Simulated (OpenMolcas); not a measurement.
## P2H4: methods side by side

The species is P2H4 (6 atoms), meant as a singlet with charge 0. The coordinates come from a GFN2-xTB relaxation.

```xyz
6

P    -0.2831   -0.1749   -1.0253
P     0.2836    0.1730    1.0229
H    -1.6380    0.0643   -0.7862
H    -0.4417   -1.5496   -0.8459
H     1.6393   -0.0621    0.7896
H     0.4401    1.5493    0.8448
```

Each level gives the vertical ionisation energy (to the doublet cation) (eV). The values are calculated.

```csv
level,kind,program,value (eV),less FCI/STO-3G,CPU time (all runs)
HF/STO-3G,Hartree–Fock,OpenMolcas,5.80,+0.23,3.4 s
SVWN5/STO-3G,LDA,OpenMolcas,6.22,+0.65,9.2 s
PBE/STO-3G,GGA,OpenMolcas,6.33,+0.76,13 s
r2SCAN/STO-3G,meta-GGA,OpenMolcas,6.46,+0.89,17 s
B3LYP/STO-3G,global hybrid,OpenMolcas,6.56,+0.99,14 s
PBE0/STO-3G,global hybrid,OpenMolcas,6.51,+0.94,11 s
"FCI/STO-3G, open shells restricted",exact in the basis,OpenMolcas,5.57,0.00,1.8 min
```

FCI/STO-3G, open shells restricted is exact within its basis and frozen core, so for wave-function methods in that basis the difference is their error; functionals converge differently with the basis, so for them it is only a difference. The values span 5.57 to 6.56 eV. All rows use very small basis sets, so even the best lies far from the true value. CPU times are rough (shared hosts, several kinds of processor): they show what a rung costs within a factor of a few.
